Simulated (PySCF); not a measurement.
Method: PBE0 in PySCF with S def2-TZVP; no relativity; density-fitted integrals.

```xyz
3
charge 0 multiplicity 1, angstrom
S     0.0000    1.1914    0.0000
S     1.0318   -0.5957    0.0000
S    -1.0318   -0.5957    0.0000
```

S₃ (singlet), along the line from S1 (at 0) through S2 (at 2.064 Å).

Question: Tabulate the fields along this line at -0.72, -0.62, -0.52, -0.41, -0.31, -0.21, -0.10, 0.10, 0.21, 0.31, 0.41, 0.52, 0.62, 0.72, 0.83, 0.93, 1.03, 1.14, 1.24, 1.34, 1.44, 1.55, 1.65, 1.75, 1.86, 1.96, 2.17, 2.27, 2.37, 2.48, 2.58, 2.68, 2.79, 2.89, 2.99, 3.10, 3.20, 3.30 Å.

Answer: 
```
distance (Å)  electron density (e/Å³)  electron localisation function  electrostatic potential (V)
       -0.72                    0.924                           0.662                         30.7
       -0.62                     1.16                           0.317                         46.7
       -0.52                     1.59                          0.0887                         71.9
       -0.41                     3.66                           0.166                          114
       -0.31                     14.8                            0.74                          195
       -0.21                     60.6                            0.86                          405
       -0.10                      179                           0.277                         1260
        0.10                      177                           0.271                         1260
        0.21                     59.9                           0.855                          406
        0.31                     14.8                           0.754                          197
        0.41                     3.71                           0.186                          116
        0.52                      1.6                          0.0791                         73.6
        0.62                     1.24                           0.253                         48.6
        0.72                     1.13                           0.569                           33
        0.83                     1.04                           0.716                         23.5
        0.93                    0.975                           0.756                         18.4
        1.03                    0.951                           0.764                         16.8
        1.14                    0.975                           0.756                         18.4
        1.24                     1.04                           0.716                         23.5
        1.34                     1.13                           0.569                           33
        1.44                     1.24                           0.253                         48.6
        1.55                      1.6                          0.0791                         73.6
        1.65                     3.71                           0.186                          116
        1.75                     14.8                           0.754                          197
        1.86                     59.9                           0.855                          406
        1.96                      177                           0.271                         1260
        2.17                      179                           0.277                         1260
        2.27                     60.6                            0.86                          405
        2.37                     14.8                            0.74                          195
        2.48                     3.66                           0.166                          114
        2.58                     1.59                          0.0887                         71.9
        2.68                     1.16                           0.317                         46.7
        2.79                    0.924                           0.662                         30.7
        2.89                    0.706                           0.788                         20.4
        2.99                    0.512                           0.804                         13.7
        3.10                    0.358                           0.781                         9.36
        3.20                    0.244                           0.735                         6.49
        3.30                    0.163                           0.669                         4.58
```

On a grid of 0.10 Å the density has a local minimum along the bond near 1.03 Å from S, at 0.95 e/Å³, where the ELF is 0.76.
